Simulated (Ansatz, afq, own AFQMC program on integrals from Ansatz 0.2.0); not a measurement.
# Where AFQMC and coupled cluster stand for MgCl⁻, triplet

```xyz
2

Cl    0.0000    0.0000    0.0000
Mg    0.0000    0.0000    2.2967
```

Basis aug-cc-pVDZ. Noble-gas cores (and the filled d shells of Ga–Kr and In–Xe) are frozen. Ansatz 0.2.0 and our own AFQMC program on the same integrals; the CISD trial comes from CCSD amplitudes, and released means the phaseless constraint is let go. Free AFQMC starts from the CCSD state and is never constrained. Its projection time is finite, and what remains of the start isn't in its error. ± is one standard error of the sampling.

Determinant: UHF, the one that the program's search chose, which needn't be the lowest solution. The geometry is a point of a scan.

No full CI on the walks' own integrals is used here; CCSDT(Q) serves as the reference and is uncertain by about the last step of the cluster series.

Cautions: lower spins were not checked.

```
T1 diagnostic                               : 0.0115
weight of the determinant in the CISD state : 0.910
⟨S²⟩ of the determinant                     : 2.001
size of the correlated space                : 10 electrons in 44 orbitals
```

| level | correlation energy (eV) |
| --- | --- |
| MP2 | -4.5107 |
| CCSD | -4.9052 |
| CCSD(T) | -5.0351 |

(1) Estimate where free-projection AFQMC lies against CCSD(T) on the same integrals.

(1) 8.8 ± 8.6 meV below CCSD(T). The gap is under twice the noise, so this walk alone can't tell the two apart.

Reference: CCSDT(Q), correlation energy -5.058 eV. The released energy is read at 2.40 1/Eh (meV from the phaseless value at times in 1/Eh: -2 ± 9 at 0.24, -1 ± 9 at 0.51, -6 ± 8 at 0.99, -3 ± 10 at 1.62, -3 ± 12 at 2.40).

```csv
level,E − E(reference) (meV),share of correlation (%)
CCSD(T),23.0,99.54
CCSDT,10.9,99.79
ph-AFQMC/CISD,3.4 ± 8.2,99.93
released AFQMC,0.5 ± 12.5,99.99
free AFQMC,14.2 ± 8.6,99.72
```

Free projections are given only where their last times agree within the noise and don't stop above the reference; a slow remainder of the start can still hide under it. A walk keeps the symmetry of its determinant, which the program's search chose and which needn't be the lowest solution, so a lower state of the same spin and another symmetry isn't excluded. Released energies are given only where the last usable release times agree within the noise; a slower fall can still hide under it.
